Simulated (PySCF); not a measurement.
Method: TPSSh-D3(BJ)/def2-TZVP // r2SCAN-D4/def2-SVP (PySCF). Isolated molecules, 0 K electronic values unless said otherwise. 

Reference species (SMILES): `[OH]` (neutral, multiplicity 2).

The dipole moment comes out as 1.75 D.

Changed species: `[NH2]` (free radical NH2; the reference has free radical OH).

Q: Give the shifts of the dipole moment.

A: the dipole moment rises by 0.19 D, to 1.94 D.
